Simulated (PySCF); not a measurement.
A PySCF script (with the pyscf-properties extension) for the NMR shieldings of `F[SiH3]`, FH3Si, on a PBE0-D3(BJ)/def2-TZVP geometry:

```python
import basis_set_exchange as bse
import numpy as np
from pyscf import gto, dft
from pyscf.prop import nmr

atoms = """
F     1.370153    0.674488   -0.339923
Si   -0.028621   -0.023487    0.000654
H    -1.094985    1.000925   -0.092880
H     0.045930   -0.573490    1.374505
H    -0.259982   -1.108415   -0.981672
"""
names = dict.fromkeys(["F", "Si", "H"], "pcSseg-2")
basis = {el: gto.basis.parse(bse.get_basis(n, elements=[el], fmt="nwchem")) for el, n in names.items()}
mol = gto.M(atom=atoms, basis=basis, charge=0, verbose=0)
mf = dft.RKS(mol, xc="PBE0")
mf.grids.level = 2
mf.grids.alignment = dft.numint.BLKSIZE   # the property module wants whole blocks of grid points
mf.conv_tol = 1e-9
mf.kernel()

calc = nmr.RKS(mf)   # GIAO
C = mf.mo_coeff
Co = C[:, mf.mo_occ > 0]
resp = mf.gen_response(singlet=True, hermi=2)
def vind(x):   # induced exchange potential for any number of trial vectors
    d = np.einsum("pi,xij,qj->xpq", C, 2 * x.reshape(-1, C.shape[1], Co.shape[1]), Co, optimize=True)
    return np.einsum("xpq,pi,qj->xij", resp(d - d.transpose(0, 2, 1)), C, Co, optimize=True).ravel()
mo1, _ = nmr.rhf.solve_mo1(calc, with_cphf=vind)
sigma = calc.kernel(mo1)
for i, s in enumerate(sigma):   # ppm
    print("%2d %-2s %9.2f" % (i, mol.atom_pure_symbol(i), np.trace(s) / 3))
```

**Question.** Give the expected output.

**Answer.** 
```
 0 F     411.63
 1 Si    359.62
 2 H      26.15
 3 H      26.15
 4 H      26.15
```

These numbers come from an equivalent density-fitted implementation of the same equations, which agrees with the script to about 0.01 ppm for H and up to a few tenths of a ppm for heavy atoms, so last digits may differ.

**Question.** Turn these shieldings into chemical shifts. References, each an isolated molecule treated in the same way: $^{19}$F (σref 174.31) against CFCl3; $^{29}$Si (σref 342.20) and $^{1}$H (σref 31.52) against TMS.

**Answer.** Averaging equivalent atoms: F 0: -237.3; Si 1: -17.4; H 2/3/4: 5.38 ppm. Unscaled 19F shifts against computed CFCl3 carry errors that often reach 10 to 50 ppm.

Size and cost of the density-fitted run: 121 basis functions, 3.1 s wall time on 1 thread of an Intel Xeon 6975P-C, shared host; peak memory 0.44 GiB.
